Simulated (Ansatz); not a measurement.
Dissociation curves of NOF (nitrosyl fluoride)

The species is NOF (3 atoms), meant as a singlet with charge 0. SMILES: `O=NF`. The N2–O1 distance was set to 1.408 Å, away from the relaxed value.

| atom | x (Å) | y (Å) | z (Å) |
| --- | --- | --- | --- |
| O | 1.0482 | 0.4243 | 0.6234 |
| N | 0.1489 | -0.4825 | 0.0299 |
| F | -1.0173 | 0.2396 | -0.5346 |

The O1–N2 distance is scanned; the parts on either side stay rigid. Basis STO-3G, 3 core orbitals frozen in the correlated methods; program Ansatz 0.2.0. FCI is exact within this basis and core. Energies in eV from each method's value at 1.127 Å; methods without a U are spin-restricted; a dash marks a point that is missing or didn't converge. The shape above is that at 1.408 Å.

| distance (Å) | SVWN5 | BLYP | BHLYP | wB97X | HSE06 | MP2 | CCSDT(Q) | FCI |
| --- | --- | --- | --- | --- | --- | --- | --- | --- |
| 1.127 | 0.00 | 0.00 | 0.00 | 0.00 | 0.00 | 0.00 | 0.00 | 0.00 |
| 1.139 | -0.19 | -0.23 | -0.15 | -0.17 | -0.17 | -0.19 | -0.21 | -0.21 |
| 1.408 | -0.46 | -0.93 | 0.19 | -0.10 | -0.16 | -0.86 | -0.78 | -0.80 |
| 1.424 | -0.32 | -0.83 | 0.39 | 0.09 | 0.01 | -0.75 | -0.67 | -0.69 |
| 1.690 | 2.11 | 1.24 | 3.44 | 2.96 | 2.72 | 4.44 | 0.83 | 0.95 |
| 1.708 | 2.34 | 1.43 | 3.73 | 3.23 | 2.97 | 4.96 | 0.95 | 1.09 |
| 2.253 | 6.54 | 5.21 | 7.67 | 8.14 | 7.62 | 7.95 | – | 2.32 |
| 2.278 | 6.73 | 5.38 | 7.79 | 8.31 | 7.83 | 8.04 | – | 2.37 |
| 2.817 | 8.59 | 7.14 | 8.32 | 9.12 | 9.46 | 8.26 | – | 2.44 |
| 2.847 | 8.70 | 7.24 | 8.39 | 9.19 | 9.54 | 8.33 | – | 2.48 |

Departure from the FCI curve at its largest: SVWN5 +6.23 eV at 2.85 Å; BLYP +4.76 eV at 2.85 Å; BHLYP +5.91 eV at 2.85 Å; wB97X +6.71 eV at 2.85 Å; HSE06 +7.06 eV at 2.85 Å; MP2 +5.85 eV at 2.85 Å; CCSDT(Q) -0.14 eV at 1.71 Å. Restricted functionals keep the electrons paired too, and rise too high.
